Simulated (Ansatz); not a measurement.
## CHNO, SMILES N=C=O: the interaction energy of a dimer with the counterpoise correction, step by step

With Ansatz's Python interface.

Run as a notebook:

```python
import ansatz
```

```python
BASIS = "def2-SVP"
METHOD = "MP2"
```

```python
FIRST = [
    ("N", (0.5064, -0.3499, -0.3509)),
    ("C", (-0.4622, 0.1859, 0.0878)),
    ("O", (-1.4978, 0.6291, 0.3387)),
    ("H", (1.4536, -0.4651, -0.0757)),
]
SECOND = [
    ("N", (1.4593, 1.0643, -2.5597)),
    ("C", (2.6139, 1.249, -2.3343)),
    ("O", (3.7654, 1.3098, -2.2905)),
    ("H", (0.5937, 1.3293, -2.1514)),
]
```

```python
def energy(atoms, ghosts=()):
    molecule = ansatz.Crystal.molecule()
    for symbol, xyz in atoms:
        molecule = molecule.atom(symbol, xyz)
    calc = (
        molecule.calculation()
        .basis(gaussian=BASIS)
        .correlation(METHOD)
    )
    deck = calc.input()
    if ghosts:
        deck = deck.set(ansatz.key.basis.gaussian.ghost_atoms, [{"symbol": s, "position_ang": list(xyz)} for s, xyz in ghosts])
    return ansatz.Session.from_dict(deck).plan().execute().report["free_energy_ev"]
```

```python
both = energy(FIRST + SECOND)
alone = energy(FIRST) + energy(SECOND)
ghosted = energy(FIRST, SECOND) + energy(SECOND, FIRST)
print(f"dimer {both:.6f} eV")
print(f"interaction, uncorrected   {23.060548 * (both - alone):8.3f} kcal/mol")
print(f"interaction, counterpoise  {23.060548 * (both - ghosted):8.3f} kcal/mol")
print(f"basis-set superposition    {23.060548 * (alone - ghosted):8.3f} kcal/mol")
```

    dimer -9148.196948 eV
    interaction, uncorrected      1.206 kcal/mol
    interaction, counterpoise     3.359 kcal/mol
    basis-set superposition       2.153 kcal/mol

Uncorrected it is 1.206 kcal/mol, with the counterpoise correction 3.359 kcal/mol; the difference, 2.153 kcal/mol, is the superposition error. In this basis both values are repulsive.

Caveats:
- The settings weren't tested for convergence.
- The dimer is a generated trial pose of unrelaxed monomers, not a minimum, so the figure is no binding energy, and the basis set is small.
- Hardware and time: 3.2 s on 1 thread of Arm Neoverse V1, on a shared host, peak memory 0.2 GiB.
